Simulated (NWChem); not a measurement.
## Setting up AlH2O (SMILES [O][AlH2]) in NWChem

AlH2O has 4 atoms, charge 0, and is taken as a doublet. SMILES: `[O][AlH2]`. The coordinates come from a PBE0-D4/def2-TZVP relaxation.

```xyz
4

O     0.0626   -0.8563    1.4014
Al    0.0113    0.0299   -0.0804
H    -1.1496   -0.3608   -1.0760
H     1.1311    1.1268   -0.2653
```

Settings wanted:

* task: energy
* method: DFT
* functional: PBE0
* dispersion: none
* basis set: jorge-TZP
* integral approximation: none
* reference: UKS
* integration grid: fine
* SCF convergence threshold: 1e-08
* iteration cap: 100
* module: dft

**Question.** Write the NWChem 7.3.0 input and the command.

**Answer.** One that was run (others would do as well):

alh2o.nw:
```
start alh2o
title "AlH2O PBE0"
memory 2200 mb
geometry noautosym nocenter noautoz
  O      0.062600    -0.856300     1.401400
  Al     0.011300     0.029900    -0.080400
  H     -1.149600    -0.360800    -1.076000
  H      1.131100     1.126800    -0.265300
end
basis spherical bse
  * library jorge-TZP
end
dft
  xc pbe0
  mult 2
  grid fine
  convergence energy 1e-08
  iterations 100
  mulliken
  print low
end
task dft
```

```bash
$ nwchem alh2o.nw > alh2o.out
```

Calculated total energy: -318.63312 Eh.
